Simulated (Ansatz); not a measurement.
# Al2F (sextet): the correlation ladder, def2-QZVPP

One table from this session's results is given with a row withheld; the runs are named, their logs left out.

The runs use Ansatz 0.2.0, Gaussian basis; def2-QZVPP, core rule «outside noble gas», up to 11 orbitals frozen.

Plan: UHF; ROHF; CCSD(T) on UHF.

## What is computed

The geometry is a PBE0/def2-TZVP stationary point (not a proven minimum) of the parent state, kept for this charge and spin.

3 atoms, charge 0, spin multiplicity 6.

Atoms are counted from 1 here; the program's logs count them from 0.

Bond lengths: Al1–Al2 2.338 Å, Al2–F3 1.647 Å. Angles: Al1–Al2–F3 180.0°.

The first run:

Input file in.yaml:

```yaml
crystal:
  periodic: [false, false, false]
  atoms:
    - {symbol: Al, position_ang: [0.000000, 0.000000, 2.107800]}
    - {symbol: Al, position_ang: [0.000000, 0.000000, -0.230400]}
    - {symbol: F, position_ang: [0.000000, 0.000000, -1.877400]}
basis:
  gaussian: {orbitals: "def2-QZVPP.json"}
magnetization: {spin_polarized: true, initial_magnetization: 5}
hamiltonian: {xc: hf}
output: {orbitals: {seedname: orbitals}}
```

Started as:

```console
ansatz run in.yaml --threads 1 --pin off --events-out ev --progress --plain --max-ram 2393MiB
```

Among the steps run: UHF; ROHF; CCSD(T) on UHF.

One of the session's tables, all rows but one given; the rest of the session is left out.

```
  method  from UCCSD(T) (meV)
    ROHF              +9944.7
     UHF              +9920.4
    UMP2               +556.9
   UCCSD                    ?
UCCSD(T)                    0
```

Estimate the missing values for UCCSD.

**Answer.** from UCCSD(T) (meV): +349.3. In the column «from UCCSD(T) (meV)» it lies between UCCSD(T) (0) and UMP2 (+556.9).
